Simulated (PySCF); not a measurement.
Bond stretch in HF, singlet.

Methods: RKS-PBE0 = restricted PBE0/cc-pVTZ in PySCF; UMP2 = MP2 on UHF/cc-pVTZ, 1 core orbital frozen run with PySCF 2.14.0; UCCSD(T) = CCSD(T) on UHF/cc-pVTZ, 1 core orbital frozen run with PySCF 2.14.0.

Energies relative to the lowest point of each curve near equilibrium, in eV:

```
R / Å  RKS-PBE0   UMP2
-----  --------  -----
0.74      1.546  1.554
0.79      0.694  0.699
0.89      0.025  0.026
0.97      0.073  0.073
1.02      0.251  0.253
1.25      1.670  1.683
1.50      3.360  4.469
1.86      5.302  5.742
2.03      5.994  5.918
2.28      6.795  6.034
3.24      8.347  6.108
3.64      8.614  6.110
```

Question: What does UCCSD(T) give at the same points?

Answer: 0.74: 1.541; 0.79: 0.690; 0.89: 0.024; 0.97: 0.075; 1.02: 0.255; 1.25: 1.667; 1.50: 3.326; 1.86: 5.028; 2.03: 5.496; 2.28: 5.798; 3.24: 5.932; 3.64: 5.935 (eV).

At the longest distance RKS-PBE0 leaves fractional charges on the fragments, a sign of delocalisation error or of the restricted form. The restricted form behind RKS-PBE0 keeps the bonding electrons paired and can't separate into open-shell fragments. The unrestricted determinant behind UMP2, UCCSD(T) is spin-contaminated at 1.38 to 3.64 Å (<S²> up to 1.0, against 0.00 for a pure singlet).
